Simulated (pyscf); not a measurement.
This saddle point was located with ωB97X-D3(BJ)/def2-SVP in PySCF.

```xyz
6

Se     0.6289    -1.1931    -0.5599
Ge    -1.0130     0.3403    -0.4263
H     -0.8873    -1.0175     0.7066
H     -2.2805     0.2874    -1.2914
H     -1.6913    -0.5027     0.9891
H     -0.8296     1.7061     0.2510
```

Surface: singlet, charge 0. Lowest wavenumbers (cm⁻¹): 1425i, 362, 505, 596, 645.

Problem. Which two sides does it connect, and which bonds change?

Solution. H₃Ge–SeH ⇌ H₂Ge=Se + H₂, an elimination read from left to right: H–Se, Ge–H broken and H–H formed. At ωB97M-D3(BJ)/def2-TZVP it lies +56.7 kcal/mol from the left side and +28.1 kcal/mol from the right (each side as separated species at their lowest minima found). At the saddle there is also a short Ge–H contact that neither side keeps. One saddle was located; it need not be the lowest between these sides. Elements up to Kr have no core potential and no relativistic terms here.
